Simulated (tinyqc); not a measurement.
Starting guesses with plain Roothaan steps: SCF starting guesses in the sto-3g basis, for H2O, spin multiplicity 1. Computed by the program tinyqc with PySCF. 

Geometry (angstrom):
```
atom       x        y       z
O     0.0000   0.0000  0.0000
H     0.0000   0.7820  0.5630
H     0.0000  -0.7820  0.5630
```

lowest restricted solution found by these runs and by PySCF = -74.961784 hartree

RHF with one setting changed at a time; a run stops when the energy changes by less than 1e-09 hartree and the error matrix is below 1e-5. Starts: the lowest orbitals of the core Hamiltonian, of the Wolfsberg-Helmholz matrix (K = 1.75), projected atomic densities, random orbitals, and the highest orbitals of the core Hamiltonian (a deliberately bad start).

Largest element of the error matrix X^T (FDS - SDF) X:
```
iteration     core  Wolfsberg-Helmholz  atomic densities   random  highest core orbitals
1          7.0e-01             4.1e-01           1.3e+00  1.6e+00                3.8e-01
2          8.9e-02             1.0e-01           1.8e-01  5.1e-01                7.2e-01
3          2.2e-02             3.7e-02           2.1e-02  1.0e-01                5.7e-02
4          7.9e-03             1.3e-02           3.3e-03  4.6e-02                7.9e-03
5          3.1e-03             5.0e-03           9.8e-04  2.2e-02                3.0e-03
6          1.3e-03             2.0e-03           2.4e-04  1.1e-02                1.2e-03
8          2.2e-04             3.4e-04           1.9e-05  2.5e-03                2.3e-04
10         4.2e-05             6.4e-05                 -  5.7e-04                4.3e-05
14               -                   -                 -  3.0e-05                      -
```

How each run ends:
```
run                    iterations  E (hartree)         state
core                           12   -74.961784  lowest found
Wolfsberg-Helmholz             13   -74.961784  lowest found
atomic densities                9   -74.961784  lowest found
random                         16   -74.961784  lowest found
highest core orbitals          12   -74.961784  lowest found
```

5 of 5 runs reach the lowest restricted solution found, in 9 to 16 iterations (fastest: atomic densities). The first errors are 7e-01, 4e-01, 1e+00, 2e+00, 4e-01; the deliberately bad start has the smallest one, so a small first error does not mark a good start.
